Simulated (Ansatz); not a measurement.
A nudged elastic band was laid between two geometries of BClH2 + H2N (7 atoms, charge 0, multiplicity 2).

Method: UKS PBE/6-31G* (Ansatz 0.2.0).

* movable images: 5
* climbing image: yes
* spring: 5.0 eV/Å²
* optimiser: quadratic models (default)
* start path: through a guess of the saddle point
* force threshold: 0.05 eV/Å
* iteration limit: 60
* end points: relaxed

Initial state:

```xyz
7
Properties=species:S:1:pos:R:3
B 0.106 -0.030 -0.098
H 0.418 -0.160 1.063
H 0.892 0.000 -1.006
Cl -1.597 0.128 -0.484
N 0.273 -0.152 3.292
H -0.654 -0.633 3.265
H -0.018 0.848 3.343
```

Final state:

```xyz
7
Properties=species:S:1:pos:R:3
B 0.121 0.239 0.424
H -0.787 0.710 2.364
H 1.079 -0.380 0.032
Cl -1.505 -0.160 -0.316
N -0.038 0.091 2.025
H -0.284 -0.869 2.352
H 0.835 0.368 2.494
```

(1) Which bonds break or form, and what moves?

(2) Give the energies along the band, and the barrier.

(3) What is the geometry of the highest image?

(4) What are the harmonic wavenumbers there?

The band took 27 iterations and about 4 core-minutes.

Answers

(1) Bonds broken: B1–H2. Bonds formed: B1–N5, H2–N5. BClH2 + H2N becomes BClH4N.

(2) The run converged. The highest image is number 2 of 0 to 6, 0.012 eV above the first end and 1.679 eV above the last; the last end lies 1.667 eV below the first. A vibrational analysis at the climbing image gives one clearly imaginary mode, 138i cm⁻¹: a first-order saddle point.

```tsv
image	path coordinate (Å)	energy (eV)	B1–H2 (Å)	B1–N5 (Å)	H2–N5 (Å)
0	0.00	0.000	1.21	3.40	2.23
1	0.65	0.004	1.21	3.44	2.25
2	1.29	0.012	1.20	3.45	2.31
3	2.33	-0.181	2.24	3.22	1.04
4	3.37	-0.372	2.33	2.70	1.02
5	4.41	-1.179	2.18	1.88	1.02
6	5.45	-1.667	2.19	1.62	1.03
```

(3) 
```xyz
7
Properties=species:S:1:pos:R:3
B -0.012 0.113 -0.143
H 0.043 0.232 1.054
H 0.929 0.253 -0.875
Cl -1.558 -0.296 -0.858
N 0.251 -0.439 3.257
H -0.784 -0.377 3.378
H 0.551 0.513 3.562
```

(4) 138i, 2, 40, 84, 207, 238, 820, 857, 950, 1192, 1565, 2545, 2678, 3217, 3328 cm⁻¹.

Time of the run: 4.4 min on 1 thread of Arm Neoverse V1, on a shared host, peak memory 0.13 GiB.
